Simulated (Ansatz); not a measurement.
# AlHS+ (quartet): from Hartree-Fock to the top rungs, def2-QZVPP

The task here is to estimate one member of a computed series from the others.

Computed with Ansatz 0.2.0, Gaussian basis. Level: def2-QZVPP, core rule «outside noble gas», up to 10 orbitals frozen.

To be run: UHF; ROHF; CCSD(T) on UHF.

2 further runs of the same task are left out: 2 set aside as unsound or not needed.

### The system

The geometry is a PBE0/def2-TZVP stationary point (not a proven minimum) of the parent state, kept for this charge and spin.

3 atoms, charge 1, spin multiplicity 4.

Atoms are counted from 1 here; the program's logs count them from 0.

Bond lengths: Al1–S2 2.185 Å, S2–H3 1.348 Å. Angles: Al1–S2–H3 99.2°.

The first run:

The input, in.yaml:

```yaml
crystal:
  periodic: [false, false, false]
  atoms:
    - {symbol: Al, position_ang: [0.000000, 0.032224, 1.206475]}
    - {symbol: S, position_ang: [0.000000, -0.066502, -0.975876]}
    - {symbol: H, position_ang: [0.000000, 1.252993, -1.251158]}
basis:
  gaussian: {orbitals: "def2-QZVPP.json"}
total_charge: 1
magnetization: {spin_polarized: true, initial_magnetization: 3}
hamiltonian: {xc: hf}
output: {orbitals: {seedname: orbitals}}
```

On the command line:

```
$ ansatz run in.yaml --threads 1 --pin off --events-out ev --progress --plain --max-ram 2393MiB
```

Steps of the session up to this table: UHF; ROHF; CCSD(T) on UHF.

One table of the session follows, with a row left open; its other results are not shown here.

| method | from UCCSD(T) (meV) |
| --- | --- |
| ROHF | +6101.1 |
| UHF | +5940.2 |
| UMP2 | +999.8 |
| UCCSD | ? |
| UCCSD(T) | 0 |

**Question.** Estimate the row for UCCSD.

As computed: from UCCSD(T) (meV): +249.0. In the column «from UCCSD(T) (meV)» it lies between UCCSD(T) (0) and UMP2 (+999.8).
